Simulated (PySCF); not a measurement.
# PH⁻: one state, many levels of theory

State: ²Π (doublet), unpaired electrons π ↑. Set-up: P aug-pcseg-1, H aug-pcseg-1; no relativity (PySCF 2.14). De refers to P + H⁻ in their high-spin ground configurations, without counterpoise correction. The functionals are run spin-unrestricted. A positive dipole points towards H; it is taken about the centre of mass and depends on that origin.

```json
{"Level": "UHF-MP2", "Re (Å)": "1.438", "ωe (cm⁻¹)": "2342", "De (eV)": "n/a", "μ (D)": "n/a"}
{"Level": "UHF-SCS-MP2", "Re (Å)": "1.440", "ωe (cm⁻¹)": "2322", "De (eV)": "n/a", "μ (D)": "n/a"}
{"Level": "UHF-CCSD", "Re (Å)": "1.445", "ωe (cm⁻¹)": "2275", "De (eV)": "2.83", "μ (D)": "n/a"}
{"Level": "UHF-CCSD(T)", "Re (Å)": "1.447", "ωe (cm⁻¹)": "2257", "De (eV)": "2.92", "μ (D)": "n/a"}
{"Level": "PBE", "Re (Å)": "1.462", "ωe (cm⁻¹)": "2193", "De (eV)": "3.55", "μ (D)": "0.01"}
{"Level": "BLYP", "Re (Å)": "1.464", "ωe (cm⁻¹)": "2151", "De (eV)": "3.45", "μ (D)": "-0.05"}
{"Level": "r²SCAN", "Re (Å)": "1.447", "ωe (cm⁻¹)": "2271", "De (eV)": "3.49", "μ (D)": "0.12"}
{"Level": "PBE0", "Re (Å)": "1.448", "ωe (cm⁻¹)": "2280", "De (eV)": "3.51", "μ (D)": "0.09"}
{"Level": "r²SCAN0", "Re (Å)": "1.440", "ωe (cm⁻¹)": "2321", "De (eV)": "3.46", "μ (D)": "0.14"}
{"Level": "B97-3", "Re (Å)": "1.448", "ωe (cm⁻¹)": "2268", "De (eV)": "3.62", "μ (D)": "0.08"}
```

The bond length runs from 1.438 Å (UHF-MP2) to 1.464 Å (BLYP). De spans 2.83 eV (UHF-CCSD, coupled cluster) to 3.62 eV (B97-3, global hybrid GGA).

Correlated steps freeze 5 core orbitals. Correlated levels converge slowly with the basis: in double zeta they bind strong bonds too weakly, by up to about 1 eV, and carry superposition errors of some tenths. For an ion De counts to the pair picked by the measured ionisation energies or electron affinities, which need not be the lowest pair at this level. The highest Kohn–Sham level is positive in this anion. Much of that is self-interaction error, but it also means that the finite basis helps to hold the extra electron. The state is the lowest determinant that a PBE0 search found; another state may lie lower at other levels.

The whole job (state search and all levels along the bond) took about 1.2 min on 1 thread of Arm Neoverse N1 (shared host), peak memory 0.39 GiB.
